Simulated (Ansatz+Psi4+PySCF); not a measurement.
Values are calculated unless marked as measured or tabulated.
This Psi4 input gave a total energy of -199.24206 hartree.

```
molecule {
0 1
F 0.000000 0.000000 0.852370
F 0.000000 0.000000 -0.852370
}

set basis cc-pVTZ
set reference rhf
set scf_type pk
set mp2_type conv
set cc_type conv
set num_frozen_docc 2
energy('mp2')
```

Task: Write an input for Ansatz with the same method and basis set.

Result:

```yaml
crystal:
  periodic: [false, false, false]
  atoms:
    - { symbol: F, position_ang: [0.0, 0.0, 0.85237] }
    - { symbol: F, position_ang: [0.0, 0.0, -0.85237] }
basis:
  gaussian: { orbitals: cc-pVTZ }
hamiltonian:
  xc: hf
correlation:
  method: mp2
  frozen_orbitals: { F: 1 }
scf:
  omitted_lower_state_checks: [stability, starts, atomic_configurations, cluster_reference, orbital_swaps, given_window_search, neighbouring_geometries, increment]
```

Ansatz (development build ahead of 0.2.0) gave -199.24206 hartree, 0.04 meV from the first. Caution: large amplitudes, a single reference is doubtful; stretched shape with no unrestricted run beside it, a lower state can exist; unrestricted orbitals would lower the determinant.
